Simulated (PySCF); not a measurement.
Compound: NH₂ (charge -1).
SMILES: `[NH2-]`

Method used: PBE0-D3(BJ)/def2-SVP geometry optimisation, gas phase in PySCF.

Masses are those of the commonest isotopes; rigid-rotor values at the optimised geometry. 

Q: Give the principal moments of inertia and the rotational constants in GHz.

A: Ia = 0.87, Ib = 1.23, Ic = 2.10 u·Å²; 505379 MHz·u·Å²/I gives 580579, 410175 and 240361 MHz, that is A = 580.58, B = 410.17, C = 240.36 GHz.

Q: What kind of rotor is it?

A: An asymmetric top. Ray's parameter κ = (2B − A − C)/(A − C) = -0.002; −1 is the prolate and +1 the oblate limit.

Q: Give the coordinates in the principal-axis frame, origin at the centre of mass.

A: The sense of each axis is arbitrary; atoms in the order of the calculation.
```csv
atom,mass (u),a (Å),b (Å),c (Å)
N1,14.003,0.000,-0.088,0.000
H2,1.008,-0.782,0.614,0.000
H3,1.008,0.782,0.614,0.000
```

Q: Where do the levels up to J = 4 lie, in MHz?

A: Above 0(0,0):
J = 1: 1(0,1) 650536, 1(1,1) 820940, 1(1,0) 990754
J = 2: 2(0,2) 1872955, 2(1,2) 1952199, 2(1,1) 2461639, 2(2,1) 2972853, 2(2,0) 3051505
J = 3: 3(0,3) 3581201, 3(1,3) 3607393, 3(1,2) 4600406, 3(2,2) 4924460, 3(2,1) 5246474, 3(3,1) 6242710, 3(3,0) 6268576
J = 4: 4(0,4) 5755148, 4(1,4) 5762248, 4(1,3) 7306314, 4(2,3) 7462077, 4(2,2) 8205311, 4(3,2) 8952515, 4(3,1) 9106581, 4(4,1) 10654865, 4(4,0) 10661841

Q: Predict some low-J microwave lines.

A: The dipole components (about the centre of mass, as the species is charged) are |μa| = 0.00 D, |μb| = 1.07 D, |μc| = 0.00 D; the symmetry axis of this C2v structure is b, so μa and μc vanish by symmetry and there are no a-type or c-type lines. Some lines, for components of 0.1 D or more:

| type | branch | J(Ka,Kc) | MHz | lower level (cm⁻¹) |
| --- | --- | --- | --- | --- |
| b | Q | 3(2,1) ← 3(1,2) | 646068 | 153.453 |
| b | Q | 4(3,1) ← 4(2,2) | 901271 | 273.700 |
| b | Q | 2(2,1) ← 2(1,2) | 1020654 | 65.118 |
| b | R | 3(0,3) ← 2(1,2) | 1629002 | 65.118 |
| b | R | 5(3,2) ← 4(4,1) | 2119095 | 355.408 |
| b | R | 4(0,4) ← 3(1,3) | 2147755 | 120.330 |
| b | R | 4(1,4) ← 3(0,3) | 2181047 | 119.456 |
| b | R | 4(1,3) ← 3(2,2) | 2381854 | 164.262 |
| b | R | 4(3,1) ← 3(2,2) | 4182122 | 164.262 |
| b | R | 4(4,0) ← 3(3,1) | 4419132 | 208.234 |
| b | R | 5(4,1) ← 4(3,2) | 5182738 | 298.624 |

Whether it is a minimum is left open (no frequencies). Zero-point vibration and centrifugal distortion are left out. Quadrupole hyperfine structure (14N) is left out.

Hardware: Arm Neoverse V1, one thread, no GPU, shared host with 32 logical CPUs at a one-minute load of 18. Cost: 0.95 s, 0.22 GiB resident at most. That covers the optimisation of the geometry.
